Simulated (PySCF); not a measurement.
PySCF input file for propane (C3H8), SMILES CCC, PBE-D3(BJ)/def2-SVP. The structure is a stationary point at PBE-D3(BJ)/def2-SVP.

```python
import numpy as np
from pyscf import gto, scf, dft, df
from pyscf.hessian import thermo

mol = gto.M(
    atom='''
    C     1.27751312   -0.00000000   -0.25822210
    C    -0.00000000    0.00000000    0.58357176
    C    -1.27751312   -0.00000000   -0.25822210
    H     2.18892314    0.00000000    0.37356265
    H     1.32671693   -0.89354886   -0.91580269
    H     1.32671693    0.89354887   -0.91580267
    H    -0.00000000    0.88548059    1.25666005
    H    -0.00000000   -0.88548061    1.25666004
    H    -2.18892314    0.00000000    0.37356265
    H    -1.32671693    0.89354887   -0.91580267
    H    -1.32671693   -0.89354886   -0.91580268
    ''',
    basis='def2-SVP',
    charge=0,
    spin=0,
    max_memory=1600,
    verbose=3,
)
mf = dft.RKS(mol, xc='pbe').density_fit(auxbasis='def2-universal-jkfit')
mf.disp = 'd3bj'
mf.grids.level = 3
mf.conv_tol = 1e-11
mf.max_cycle = 100
mf.kernel()

# [left out here: the lines that compute and print the analytic Hessian (its translational invariance restored by hand, since the grid's response is missing), thermochemistry and intensities]
```

Log of the run:

```
converged SCF energy = -118.876461047997

WARN: DFTD3 does not support analytical Hessian, using finite difference


WARN: Mole.unit (angstrom) is changed to Bohr

Mode                                 0                   1                   2
Irrep
Freq [cm^-1]                      227.0584            276.1853            359.2025
Reduced mass [au]                   1.0283              1.1380              2.0222
Force const [Dyne/A]                0.0312              0.0511              0.1537
Char temp [K]                     326.6865            397.3692            516.8124
Normal mode                   x     y     z       x     y     z       x     y     z
       0   C                -0.00  0.03 -0.00    0.00 -0.04  0.00    0.12  0.00  0.04
       1   C                 0.00 -0.00  0.00    0.00  0.09 -0.00    0.00 -0.00 -0.12
       2   C                 0.00 -0.03 -0.00   -0.00 -0.04  0.00   -0.12  0.00  0.04
       3   H                 0.00 -0.36 -0.00    0.00 -0.43  0.00   -0.02  0.00  0.24
       4   H                -0.17  0.24 -0.30   -0.25  0.09 -0.20    0.27 -0.01  0.06
       5   H                 0.17  0.24  0.30    0.25  0.09  0.20    0.27  0.01  0.06
       6   H                -0.01 -0.00  0.00   -0.00  0.15 -0.09    0.00 -0.01 -0.11
       7   H                 0.01 -0.00 -0.00    0.00  0.15  0.09    0.00  0.01 -0.11
       8   H                 0.00  0.36 -0.00   -0.00 -0.43  0.00    0.02  0.00  0.24
       9   H                 0.17 -0.24 -0.30   -0.25  0.09  0.20   -0.27  0.01  0.06
      10   H                -0.17 -0.24  0.30    0.25  0.09 -0.20   -0.27 -0.01  0.06
Mode                                 3                   4                   5
Irrep
Freq [cm^-1]                      730.8340            870.8479            876.1768
Reduced mass [au]                   1.0795              2.3849              1.1073
Force const [Dyne/A]                0.3397              1.0656              0.5008
Char temp [K]                    1051.5074           1252.9563           1260.6233
Normal mode                   x     y     z       x     y     z       x     y     z
       0   C                -0.00  0.02  0.00   -0.14 -0.00  0.03    0.00 -0.06 -0.00
       1   C                -0.00  0.07  0.00   -0.00  0.00 -0.12   -0.00 -0.00  0.00
       2   C                 0.00  0.02 -0.00    0.14  0.00  0.03   -0.00  0.06 -0.00
       3   H                 0.00 -0.11 -0.00   -0.30  0.00  0.26    0.00  0.20 -0.00
       4   H                -0.20 -0.13  0.18    0.01 -0.02  0.07    0.29  0.12 -0.23
       5   H                 0.20 -0.13 -0.18    0.01  0.02  0.07   -0.29  0.12  0.23
       6   H                -0.00 -0.27  0.45   -0.00 -0.00 -0.12    0.33  0.00  0.00
       7   H                 0.00 -0.27 -0.45   -0.00  0.00 -0.12   -0.33  0.00  0.00
       8   H                -0.00 -0.11 -0.00    0.30 -0.00  0.26   -0.00 -0.20 -0.00
       9   H                -0.20 -0.13 -0.18   -0.01  0.02  0.07   -0.29 -0.12 -0.23
      10   H                 0.20 -0.13  0.18   -0.01 -0.02  0.07    0.29 -0.12  0.23
Mode                                 6                   7                   8
Irrep
Freq [cm^-1]                      897.4387           1058.2608           1131.9362
Reduced mass [au]                   1.1864              2.1839              1.8550
Force const [Dyne/A]                0.5630              1.4410              1.4004
Char temp [K]                    1291.2145           1522.6017           1628.6041
Normal mode                   x     y     z       x     y     z       x     y     z
       0   C                -0.03  0.00 -0.08   -0.08  0.00  0.07    0.02  0.00  0.10
       1   C                -0.03  0.00 -0.00    0.16  0.00 -0.00    0.00 -0.00 -0.14
       2   C                -0.03 -0.00  0.08   -0.08 -0.00 -0.07   -0.02  0.00  0.10
       3   H                -0.30 -0.00  0.32   -0.10  0.00  0.09    0.21  0.00 -0.18
       4   H                 0.30 -0.04 -0.00   -0.12 -0.01  0.09   -0.28  0.06 -0.00
       5   H                 0.30  0.04 -0.00   -0.12  0.01  0.09   -0.28 -0.06 -0.00
       6   H                 0.20  0.00 -0.00    0.38  0.00 -0.00    0.00 -0.01 -0.13
       7   H                 0.20 -0.00 -0.00    0.38 -0.00 -0.00    0.00  0.01 -0.13
       8   H                -0.30  0.00 -0.32   -0.10  0.00 -0.09   -0.21 -0.00 -0.18
       9   H                 0.30 -0.04  0.00   -0.12 -0.01 -0.09    0.28 -0.06 -0.00
      10   H                 0.30  0.04  0.00   -0.12  0.01 -0.09    0.28  0.06 -0.00
Mode                                 9                  10                  11
Irrep
Freq [cm^-1]                     1155.9611           1261.9832           1303.3196
Reduced mass [au]                   1.6836              1.1274              1.3460
Force const [Dyne/A]                1.3255              1.0579              1.3471
Char temp [K]                    1663.1706           1815.7128           1875.1867
[...]
       7   H                 0.24  0.00  0.00    0.00 -0.02 -0.05   -0.07  0.00  0.00
       8   H                -0.12 -0.00 -0.26   -0.19 -0.00 -0.31    0.00 -0.49  0.00
       9   H                -0.31 -0.05 -0.02   -0.30 -0.14 -0.12    0.33 -0.03 -0.09
      10   H                -0.31  0.05 -0.02   -0.30  0.14 -0.12   -0.33 -0.03  0.09
Mode                                15                  16                  17
Irrep
Freq [cm^-1]                     1413.7838           1422.0280           1429.2825
Reduced mass [au]                   1.0420              1.0635              1.0387
Force const [Dyne/A]                1.2271              1.2671              1.2502
Char temp [K]                    2034.1201           2045.9817           2056.4192
Normal mode                   x     y     z       x     y     z       x     y     z
       0   C                 0.01  0.00  0.01   -0.00  0.00 -0.03    0.00  0.03  0.00
       1   C                -0.00  0.00 -0.05   -0.05  0.00  0.00    0.00  0.03  0.00
       2   C                -0.01 -0.00  0.01   -0.00  0.00  0.03    0.00  0.03 -0.00
       3   H                -0.08 -0.00  0.12    0.13 -0.00 -0.21   -0.00 -0.48  0.00
       4   H                -0.03  0.15 -0.21    0.04 -0.27  0.35    0.34 -0.03  0.09
       5   H                -0.03 -0.15 -0.21    0.04  0.27  0.35   -0.34 -0.03 -0.09
       6   H                 0.00 -0.35  0.44    0.12  0.00 -0.00   -0.00 -0.00  0.05
       7   H                 0.00  0.35  0.44    0.12 -0.00 -0.00   -0.00 -0.00 -0.05
       8   H                 0.08  0.00  0.12    0.13 -0.00  0.21   -0.00 -0.48 -0.00
       9   H                 0.03 -0.15 -0.21    0.04 -0.27 -0.35    0.34 -0.03 -0.09
      10   H                 0.03  0.15 -0.21    0.04  0.27 -0.35   -0.34 -0.03  0.09
Mode                                18                  19                  20
Irrep
Freq [cm^-1]                     1436.3213           2960.5977           2962.0026
Reduced mass [au]                   1.0831              1.0369              1.0535
Force const [Dyne/A]                1.3165              5.3549              5.4458
Char temp [K]                    2066.5466           4259.6410           4261.6622
Normal mode                   x     y     z       x     y     z       x     y     z
       0   C                 0.02 -0.00  0.02   -0.03  0.00  0.02   -0.02  0.00  0.02
       1   C                 0.00 -0.00  0.07    0.00 -0.00 -0.00   -0.00 -0.00 -0.05
       2   C                -0.02 -0.00  0.02   -0.03  0.00 -0.02    0.02 -0.00  0.02
       3   H                -0.13 -0.00  0.22    0.28  0.00  0.21    0.15  0.00  0.11
       4   H                -0.07  0.21 -0.29    0.01 -0.34 -0.24    0.01 -0.24 -0.17
       5   H                -0.07 -0.21 -0.29    0.01  0.34 -0.24    0.01  0.24 -0.17
       6   H                -0.00  0.25 -0.27   -0.00  0.00  0.00    0.00  0.42  0.30
       7   H                -0.00 -0.25 -0.27   -0.00 -0.00  0.00    0.00 -0.42  0.30
       8   H                 0.13  0.00  0.22    0.28  0.00 -0.21   -0.15 -0.00  0.11
       9   H                 0.07 -0.21 -0.29    0.01 -0.34  0.24   -0.01  0.24 -0.17
      10   H                 0.07  0.21 -0.29    0.01  0.34  0.24   -0.01 -0.24 -0.17
Mode                                21                  22                  23
Irrep
Freq [cm^-1]                     2963.4591           2999.5065           3042.1097
Reduced mass [au]                   1.0460              1.1026              1.1032
Force const [Dyne/A]                5.4124              5.8449              6.0153
Char temp [K]                    4263.7578           4315.6221           4376.9185
Normal mode                   x     y     z       x     y     z       x     y     z
       0   C                 0.02 -0.00 -0.01   -0.00 -0.02  0.00   -0.00 -0.06 -0.00
       1   C                -0.00  0.00 -0.04    0.00  0.08 -0.00    0.00 -0.00  0.00
       2   C                -0.02  0.00 -0.01   -0.00 -0.02 -0.00    0.00  0.06  0.00
       3   H                -0.25 -0.00 -0.18    0.00 -0.01  0.00    0.00 -0.01  0.00
       4   H                -0.01  0.25  0.18   -0.00  0.13  0.10   -0.01  0.38  0.28
       5   H                -0.01 -0.25  0.18    0.00  0.13 -0.10    0.01  0.38 -0.28
       6   H                 0.00  0.36  0.26    0.00 -0.50 -0.38   -0.00  0.00  0.00
       7   H                 0.00 -0.36  0.26   -0.00 -0.50  0.38    0.00  0.00 -0.00
       8   H                 0.25  0.00 -0.18    0.00 -0.01 -0.00   -0.00  0.01  0.00
       9   H                 0.01 -0.25  0.18   -0.00  0.13 -0.10    0.01 -0.38  0.28
      10   H                 0.01  0.25  0.18    0.00  0.13  0.10   -0.01 -0.38 -0.28
Mode                                24                  25                  26
Irrep
Freq [cm^-1]                     3048.7524           3054.8583           3055.9039
Reduced mass [au]                   1.1032              1.1033              1.1021
Force const [Dyne/A]                6.0418              6.0661              6.0637
Char temp [K]                    4386.4759           4395.2609           4396.7653
Normal mode                   x     y     z       x     y     z       x     y     z
       0   C                -0.00 -0.06 -0.00    0.04 -0.00  0.05    0.04 -0.00  0.05
       1   C                -0.00 -0.03 -0.00    0.00 -0.00  0.00   -0.00 -0.00  0.01
       2   C                -0.00 -0.06 -0.00    0.04 -0.00 -0.05   -0.04 -0.00  0.05
       3   H                 0.00 -0.01  0.00   -0.47 -0.00 -0.33   -0.47 -0.00 -0.33
       4   H                -0.02  0.36  0.27    0.01 -0.20 -0.13    0.02 -0.20 -0.13
       5   H                 0.02  0.36 -0.27    0.01  0.20 -0.13    0.02  0.20 -0.13
       6   H                 0.00  0.19  0.14    0.00 -0.00 -0.00    0.00 -0.06 -0.04
       7   H                -0.00  0.19 -0.14    0.00  0.00 -0.00    0.00  0.06 -0.04
       8   H                 0.00 -0.01 -0.00   -0.47 -0.00  0.33    0.47 -0.00 -0.33
       9   H                -0.02  0.36 -0.27    0.01 -0.20  0.13   -0.02  0.20 -0.13
      10   H                 0.02  0.36  0.27    0.01  0.20  0.13   -0.02 -0.20 -0.13
temperature 298.1500 [K]
pressure 101325.00 [Pa]
Rotational constants [GHz] 29.15350 8.31745 7.37818
Symmetry number 2
Zero-point energy (ZPE) 0.10035 [Eh]   263472.793 [J/mol]
                           tot       elec      trans        rot        vib
Entropy [J/mol/K]       268.960      0.000    155.969     89.264     23.727
Cv [J/mol/K]             63.797      0.000     12.472     12.472     38.854
Cp [J/mol/K]             72.111      0.000     20.786     12.472     38.854
Internal energy [J/mol]                      3718.434   3718.434 268051.322
Internal energy [Eh]   -118.77153  -118.87646
Enthalpy [J/mol]                             6197.391   3718.434 268051.322
Enthalpy [Eh]          -118.77059
Gibbs free energy [J/mol]                  -40304.625 -22895.520 260977.015
Gibbs free energy [Eh] -118.80113
mode   freq/cm-1   IR/(km/mol)
   1      227.06         0.000
   2      276.19         0.002
   3      359.20         0.173
   4      730.83         4.951
   5      870.85         1.248
   6      876.18         0.000
   7      897.44         2.423
   8     1058.26         0.287
   9     1131.94         1.488
  10     1155.96         0.562
  11     1261.98         0.000
  12     1303.32         3.650
  13     1346.52         6.616
  14     1353.98         1.506
  15     1410.91         0.000
  16     1413.78         0.013
  17     1422.03         1.557
  18     1429.28        12.555
  19     1436.32         4.188
  20     2960.60        31.617
  21     2962.00         1.713
  22     2963.46        45.622
  23     2999.51         6.447
  24     3042.11         0.000
  25     3048.75        68.785
  26     3054.86        19.365
  27     3055.90        34.189
max |gradient| / (hartree/bohr): 2.2988674228028054e-05
APT charges: [ 0.0518  0.1367  0.0518 -0.0234 -0.0221 -0.0221 -0.0525 -0.0525 -0.0234
 -0.0221 -0.0221]
```

Self-consistency was reached.
